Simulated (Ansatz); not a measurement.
Geometry optimisation, UKS PBE-D4/6-31G* in Ansatz 0.2.0.

input.yaml

```yaml
crystal:
  periodic: [false, false, false]
  atoms:
    - { symbol: Al, position_ang: [-0.037122, 0.006605, -0.249671] }
    - { symbol: H, position_ang: [-0.08806, -0.001878, 2.503336] }
    - { symbol: C, position_ang: [1.736046, 0.015426, -1.120833] }
    - { symbol: H, position_ang: [2.076597, -1.025522, -1.277033] }
    - { symbol: H, position_ang: [1.699889, 0.506046, -2.110635] }
    - { symbol: H, position_ang: [2.501897, 0.515434, -0.504948] }
    - { symbol: H, position_ang: [-1.430202, -0.018422, -1.080512] }
    - { symbol: Cl, position_ang: [-0.023345, 0.002212, 3.854497] }
magnetization:
  spin_polarized: true
  initial_magnetization: 1
basis:
  gaussian: { orbitals: "6-31G*" }
hamiltonian:
  xc: pbe
  dispersion: d4
relax:
  f_tol: 0.03
  max_steps: 50
```

Run as:

```bash
$ ansatz run input.yaml --threads 2 --pin off --max-ram 3072MiB --backend cpu --events-out ev --progress --plain --runs-dir out
```

Question: Where does it end, and by what steps?

Answer: The forces met the threshold. After 5 steps the energy has fallen by 0.062 eV; H2 moved furthest, 0.38 Å.

| step | energy less start (eV) | largest force component (eV/Å) | accepted |
| --- | --- | --- | --- |
| 0 | 0.0000 | 0.577 | yes |
| 1 | -0.0451 | 0.228 | yes |
| 2 | -0.0525 | 0.484 | yes |
| 3 | -0.0565 | 0.310 | yes |
| 4 | -0.0608 | 0.094 | yes |
| 5 | -0.0623 | 0.026 | yes |

```xyz
8
Properties=species:S:1:pos:R:3
Al -0.031 -0.009 -0.101
H -0.041 0.029 2.129
C 1.720 0.016 -1.013
H 2.009 -1.020 -1.276
H 1.658 0.594 -1.953
H 2.524 0.436 -0.386
H -1.440 -0.090 -0.895
Cl 0.035 0.044 3.509
```

Run time: 9.3 s on 2 threads of Arm Neoverse V2, on a shared host, peak memory 0.14 GiB.
